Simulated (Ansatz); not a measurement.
# SiPH4 (SMILES [SiH2]P) at 6 levels

Aim: a comparison of 6 runs (U-r2SCAN/STO-3G, UB2PLYP/STO-3G, UBLYP/STO-3G, USVWN5/STO-3G, UMP2/STO-3G, UCCSD/STO-3G) of SiPH4. 

The calculation is run with Ansatz 0.2.0.

47 further runs of the same task are left out: 47 set aside as unsound or not needed.

### 1 The system as given

The species is SiPH4 (6 atoms), meant as a doublet with charge 0. SMILES: `[SiH2]P`. The H3–Si1 distance was set to 2.933 Å, away from the relaxed value. At this shape a bond of the SMILES string is far longer than usual.

Bond lengths: Si1–P2 2.220 Å, Si1–H4 1.466 Å, P2–H5 1.384 Å, P2–H6 1.384 Å. Angles: Si1–P2–H5 96.4°, Si1–P2–H6 96.4°, P2–Si1–H4 109.7°, H5–P2–H6 92.6°.

### 2 A single-point energy at U-r2SCAN/STO-3G (run 1)

File run.yaml:

```yaml
crystal:
  periodic: [false, false, false]
  atoms:
    - {symbol: Si, position_ang: [0.554660, -0.247540, -1.297239]}
    - {symbol: P, position_ang: [0.088970, 1.908580, -1.050359]}
    - {symbol: H, position_ang: [-0.300620, -1.724700, 1.087920]}
    - {symbol: H, position_ang: [-0.151620, -0.775730, -2.468879]}
    - {symbol: H, position_ang: [0.862320, 2.355730, -2.107879]}
    - {symbol: H, position_ang: [1.084490, 2.176560, -0.126449]}
basis:
  gaussian: {orbitals: STO-3G}
magnetization: {spin_polarized: true, initial_magnetization: 1}
hamiltonian: {xc: {name: r2SCAN}}
accuracy: high
```

Command:

```sh
$ ansatz run run.yaml --threads 1 --pin off --max-ram 2610MiB --events-out events.jsonl --progress --plain --runs-dir runs
```

Output:

```text
Warning: RAYON_NUM_THREADS=1 ignored (pool sized by the plan → 1); use --threads N
Functional definition: r2SCAN
  name "r2SCAN"
  parameter k0 = 0.174
  parameter k1 = 0.065
  parameter a1 = 4.9479
  exchange = r2scan_x(k0 = k0, k1 = k1, a1 = a1)
  correlation = r2scan_c
389 factors; integrals over basis functions are off by at most 4.2e-9 eV
mean field evaluation 1: about -17020.1291 eV, gradient 1.5e1 eV
mean field evaluation 2: about -17012.4467 eV, gradient 1.6e1 eV
mean field evaluation 4: about -17026.2821 eV, gradient 6.3e0 eV
mean field evaluation 8: about -17027.5739 eV, gradient 5.6e-1 eV
mean field evaluation 16: about -17027.5461 eV, gradient 2.2e-4 eV
mean field -17027.54609125 eV, -625.7507771682 hartree, gradient 5.7e-8 eV, S^2 0.998907; 0 other end points of the search recorded, 0 dependent functions left out
reference -17027.54609239 eV, -625.7507772101 hartree; 17, 16 occupied and 5, 6 virtual orbitals, 389 factors
Total energy: -17027.54609239 eV, -625.7507772101 hartree
```

It took 3.6 s on 1 thread of AMD EPYC 9R14 (Zen 4), shared host; peak memory 0.27 GiB.

### 3 The energy at UB2PLYP/STO-3G (run 2)

File in.yaml:

```yaml
basis:
  gaussian: {orbitals: STO-3G}
crystal:
  periodic: [false, false, false]
  atoms:
    - {symbol: Si, position_ang: [0.554660, -0.247540, -1.297239]}
    - {symbol: P, position_ang: [0.088970, 1.908580, -1.050359]}
    - {symbol: H, position_ang: [-0.300620, -1.724700, 1.087920]}
    - {symbol: H, position_ang: [-0.151620, -0.775730, -2.468879]}
    - {symbol: H, position_ang: [0.862320, 2.355730, -2.107879]}
    - {symbol: H, position_ang: [1.084490, 2.176560, -0.126449]}
magnetization: {spin_polarized: true, initial_magnetization: 1}
hamiltonian: {xc: {name: B2PLYP}}
correlation: {frozen_orbitals: {H: 0, P: 5, Si: 5}}
accuracy: high
```

Command:

```sh
$ ansatz run in.yaml --threads 1 --pin off --max-ram 2610MiB --events-out events.jsonl --progress --plain --runs-dir runs
```

Output, shortened:

```text
Warning: RAYON_NUM_THREADS=1 ignored (pool sized by the plan → 1); use --threads N
Functional definition: B2PLYP
  name "B2PLYP"
[...]
389 factors; integrals over basis functions are off by at most 4.2e-9 eV
[...]
mean field -17019.80593369 eV, -625.4663316243 hartree, gradient 2.5e-8 eV, S^2 1.008650; 6 other end points of the search recorded, 0 dependent functions left out
10 core orbitals not correlated: weight in the atoms' cores, before any rotation towards them, 1.000 or more for the frozen orbitals, at most 0.000 for the correlated occupied ones
reference -17019.80595374 eV, -625.4663323609 hartree; 7, 6 occupied and 5, 6 virtual orbitals, 389 factors
second order -2.17486216 eV of doubles, -0.00000000 eV of singles
Total energy: -17020.39316652 eV, -625.4879120327 hartree
```

It took 4.5 s on 1 thread of AMD EPYC 9R14 (Zen 4), shared host; peak memory 0.16 GiB.

Runs 3 to 4 aren't shown in full; the table further down has their settings and results.

### 4 A single-point energy at UMP2/STO-3G (run 5)

File run.yaml:

```yaml
crystal:
  periodic: [false, false, false]
  atoms:
    - symbol: Si
      position_ang: [0.554660, -0.247540, -1.297239]
    - symbol: P
      position_ang: [0.088970, 1.908580, -1.050359]
    - symbol: H
      position_ang: [-0.300620, -1.724700, 1.087920]
    - symbol: H
      position_ang: [-0.151620, -0.775730, -2.468879]
    - symbol: H
      position_ang: [0.862320, 2.355730, -2.107879]
    - symbol: H
      position_ang: [1.084490, 2.176560, -0.126449]
basis:
  gaussian: {orbitals: STO-3G}
magnetization: {spin_polarized: true, initial_magnetization: 1}
correlation: {method: mp2, frozen_orbitals: {H: 0, P: 5, Si: 5}}
accuracy: high
```

Command:

```sh
$ ansatz run run.yaml --threads 1 --pin off --max-ram 2610MiB --events-out events.jsonl --progress --plain --runs-dir runs
```

Output, shortened:

```text
Warning: RAYON_NUM_THREADS=1 ignored (pool sized by the plan → 1); use --threads N
Functional definition: HF
  name "HF"
[...]
389 factors; integrals over basis functions are off by at most 4.2e-9 eV
[...]
mean field -16997.49931590 eV, -624.6465785403 hartree, gradient 7.3e-8 eV, S^2 1.151809; 8 other end points of the search recorded, 0 dependent functions left out
10 core orbitals not correlated: weight in the atoms' cores, before any rotation towards them, 1.000 or more for the frozen orbitals, at most 0.000 for the correlated occupied ones
reference -16997.49931590 eV, -624.6465785403 hartree; 7, 6 occupied and 5, 6 virtual orbitals, 389 factors
second order -1.56785584 eV of doubles, -0.00000000 eV of singles
Total energy: -16999.06717173 eV, -624.7041961796 hartree
```

Wall time 0.32 s (1 thread of AMD EPYC 9R14 (Zen 4), shared host).

### 5 The energy at UCCSD/STO-3G (run 6)

Edit in.yaml of step 3 so:

```diff
@@ -1,3 +1 @@
-basis:
-  gaussian: {orbitals: STO-3G}
 crystal:
@@ -11,5 +9,7 @@
     - {symbol: H, position_ang: [1.084490, 2.176560, -0.126449]}
+basis:
+  gaussian: {orbitals: STO-3G}
+accuracy: high
+correlation: {method: ccsd, frozen_orbitals: {H: 0, P: 5, Si: 5}}
 magnetization: {spin_polarized: true, initial_magnetization: 1}
-hamiltonian: {xc: {name: B2PLYP}}
-correlation: {frozen_orbitals: {H: 0, P: 5, Si: 5}}
-accuracy: high
+scf: {omitted_lower_state_checks: [cluster_reference, increment]}
```

Command:

```sh
$ ansatz run in.yaml --threads 1 --pin off --max-ram 2610MiB --events-out events.jsonl --progress --plain --runs-dir runs
```

Output, shortened:

```text
Warning: RAYON_NUM_THREADS=1 ignored (pool sized by the plan → 1); use --threads N
[... 2 set-up lines as earlier in the session ...]
[...]
389 factors; integrals over basis functions are off by at most 4.2e-9 eV
[...]
mean field -16997.49931590 eV, -624.6465785403 hartree, gradient 7.3e-8 eV, S^2 1.151809; 8 other end points of the search recorded, 0 dependent functions left out
10 core orbitals not correlated: weight in the atoms' cores, before any rotation towards them, 1.000 or more for the frozen orbitals, at most 0.000 for the correlated occupied ones
reference -16997.49931590 eV, -624.6465785403 hartree; 7, 6 occupied and 5, 6 virtual orbitals, 389 factors
second order -1.56785584 eV of doubles, -0.00000000 eV of singles
cycle   1  -2.03000922 eV  change   -4.6e-1 eV  update   6.5e-2
[...]
cycle  37  -2.41804646 eV  change   -1.0e-9 eV  update   1.2e-9
Total energy: -16999.91736236 eV, -624.7354401087 hartree
Checks for a lower state left out: cluster_reference, increment
```

It took 0.44 s on 1 thread of AMD EPYC 9R14 (Zen 4), shared host.

### 6 The series

```
run            level  frozen core orbitals  energy (Eh)   ⟨S²⟩  wall time
  1  U-r2SCAN/STO-3G                     –  -625.750777  0.999      3.6 s
  2   UB2PLYP/STO-3G                    10  -625.487912  1.009      4.5 s
  3     UBLYP/STO-3G                     –  -625.717392  0.873      1.6 s
  4    USVWN5/STO-3G                     –  -623.255974  0.850     0.99 s
  5      UMP2/STO-3G                    10  -624.704196  1.152     0.32 s
  6     UCCSD/STO-3G                    10  -624.735440  1.152     0.44 s
```

### 7 Results

| quantity | value |
| --- | --- |
| run 6: total energy | -624.73544 Eh |
| run 6: correlation energy (10 core orbitals frozen) | -88.9 mEh |
| run 6: ⟨S²⟩ of the reference determinant | 1.152 |
| run 6: T1 diagnostic | 0.057 |

In words: Totals of different functionals can't be ranked against each other. In runs 1, 2, 3, 4, 5, 6 the basis is minimal, so the values are rough. Spin contamination of the reference: run 5 ⟨S²⟩ = 1.15, run 6 ⟨S²⟩ = 1.15, run 2 ⟨S²⟩ = 1.01, run 1 ⟨S²⟩ = 1.00, run 3 ⟨S²⟩ = 0.87, run 4 ⟨S²⟩ = 0.85. All runs together took 12 s, the longest 4.5 s.
